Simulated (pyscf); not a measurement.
CH₄ + H₃C–Si•(CH₃)–OH -> H₃C–Si(CH₃)(CH₃)–OH + H•, a substitution at C (doublet surface; C–H broken, C–Si formed). PySCF, gas phase, ωB97X-D3(BJ)/def2-SVP geometries. Energies in kcal/mol from the separated reactants.

Small-basis levels: PySCF, no dispersion term, spherical d functions. Open shells are spin-unrestricted. 

Problem. In single points B3LYP/LANL2DZ puts the saddle at 51.4 kcal/mol and the reaction energy at +24.7 kcal/mol. Should these be trusted to within a few kcal/mol? Compare with ωB97M-D3(BJ)/def2-TZVP.

Solution. ωB97M-D3(BJ)/def2-TZVP gives ΔE‡ = 45.5 kcal/mol and ΔE = +13.5 kcal/mol. B3LYP/LANL2DZ lies 5.8 kcal/mol over it in the barrier and 11.2 kcal/mol over it in the reaction energy, so on this step it does not hold to within 3.0 kcal/mol. ωB97M-D3(BJ)/def2-TZVP has limits of its own. One saddle was located; it need not be the lowest between these sides. The angle at the attacked C is 178°.
